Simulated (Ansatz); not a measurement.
**Structure optimisation: lanthanum, dhcp**

Level of theory: DFT, RPBE, plane waves (420 eV) with PAW, scalar-relativistic in Ansatz. The PAW files were generated under PBE, with cores re-solved for the functional.

k-point mesh 10×10×3, Fermi-Dirac smearing 0.05 eV, starting moments 1.00 ×4 μB. Cell and atoms relax.

Starting structure:

```yaml
crystal:
  lattice:
    - [3.77000, 0.00000, 0.00000]
    - [-1.88500, 3.26492, 0.00000]
    - [0.00000, 0.00000, 12.15900]
  atoms:
    - { symbol: La, position: [0.00000, 0.00000, 0.00000] }
    - { symbol: La, position: [0.00000, 0.00000, 0.50000] }
    - { symbol: La, position: [0.33333, 0.66667, 0.75000] }
    - { symbol: La, position: [0.66667, 0.33333, 0.25000] }
```

**Question.** What cell does the relaxation end in?

**Answer.** P6_3/mmc with a = 3.837 Å, c = 12.300 Å (c/a = 3.205); 39.21 Å³ per atom against 37.42 at the start (4.8 %).

**Question.** How much energy does the relaxation gain?

**Answer.** 6.8 meV per atom.

**Question.** Which magnetic state does it end in?

**Answer.** non-magnetic.
